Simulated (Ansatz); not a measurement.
# SiH2S2: one structure at several levels

One table from this session's results is given with a row withheld; the runs are named, their logs left out.

Method: single points in def2-TZVPP; program: Ansatz 0.2.0, Gaussian basis.

Correlated methods freeze the cores.

## The starting structure

SMILES `S=[SiH]S`, 5 atoms, charge 0, spin multiplicity 1.

Atoms are counted from 1 here; the program's logs count them from 0.

Bond lengths: S1–Si2 1.946 Å, Si2–S3 2.219 Å, Si2–H4 1.450 Å, S3–H5 1.373 Å. Angles: S1–Si2–S3 122.8°, S1–Si2–H4 122.3°, S3–Si2–H4 112.5°, Si2–S3–H5 87.2°.

As a file:

```xyz
5
charge 0, multiplicity 1
S    -1.87612    0.67923    0.80607
Si   -0.57485   -0.36547   -0.19597
S     1.60092    0.06912   -0.15748
H    -0.95238   -1.20594   -1.31556
H     1.31889    1.06353    0.74671
```

The first run:

The input, run/in.yaml:

```yaml
crystal:
  periodic: [false, false, false]
  atoms:
    - {symbol: S, position_ang: [-1.876122, 0.679228, 0.806066]}
    - {symbol: Si, position_ang: [-0.574848, -0.365470, -0.195972]}
    - {symbol: S, position_ang: [1.600917, 0.069117, -0.157482]}
    - {symbol: H, position_ang: [-0.952378, -1.205938, -1.315556]}
    - {symbol: H, position_ang: [1.318894, 1.063525, 0.746708]}
basis:
  gaussian: {orbitals: def2-TZVPP}
hamiltonian: {xc: pbe, dispersion: d4}
output: {forces: true}
```

Launch:

```console
$ ansatz run in.yaml --threads 2 --pin off --events-out ev --progress --plain --max-ram 3481MiB
```

Steps of the session up to this table: PBE-D4/def2-TZVPP; r2SCAN-D4/def2-TZVPP; PBE0-D4/def2-TZVPP; wB97M-V/def2-TZVPP; CCSD(T)/def2-TZVPP.

One table of the session follows, with a row left open; its other results are not shown here.

| method | RMS force component (eV/Å) | angle to CCSD(T) forces (°) | dipole (D) |
| --- | --- | --- | --- |
| PBE-D4 | 0.620 | 14.7 | 1.94 |
| r2SCAN-D4 | 0.671 | 6.9 | 2.07 |
| PBE0-D4 | 0.717 | 9.9 | 2.10 |
| wB97M-V | ? | ? | ? |
| CCSD(T) | 0.682 | reference | 2.00 |

**Question.** Estimate the row for wB97M-V.

As computed: RMS force component (eV/Å): 0.717; angle to CCSD(T) forces (°): 12.8; dipole (D): 2.18.
